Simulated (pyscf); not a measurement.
Elementary routes open to O=Si: [singlet] + HCl in the gas phase (singlet surface):
A. HO–Si:–Cl [singlet] (Cl–H broken; Cl–Si, H–O formed)
B. O=SiH–Cl (Cl–H broken; Cl–Si, H–Si formed)

PySCF, gas phase, ωB97X-D3(BJ)/def2-SVP geometries. MP2 and CC: frozen core, UHF for open shells. ΔMP2 is the change of the MP2 total energy from the triple- to the quadruple-zeta basis.

**Question.** Rank the routes by free-energy barrier at 298 K, lowest first, for CCSD(T)/def2-TZVPP + ΔMP2(QZVPP) energies (ideal gas, 1 atm, RRHO with modes under 100 cm⁻¹ raised to 100, one conformer, R ln 2 for chiral ones without a mode under 150 cm⁻¹).

**Answer.** A (11.6 kcal/mol), B (44.8 kcal/mol)

Route A is the fastest of these, ahead of the next by 33.2 kcal/mol. The most stable products are those of A (ΔG = -26.4 kcal/mol), so kinetics and thermodynamics agree. At 1200 K A is still the fastest. A: On the reactant side the descent ends in a complex, 7.5 kcal/mol under the separated species and 6.9 kcal/mol under the saddle at ωB97X-D3(BJ)/def2-TZVP. Only these routes are compared; each barrier is that of the saddle found, and lower ones may exist. The CCSD(T) − MP2 part came from Ansatz, without density fitting, on the same reference.
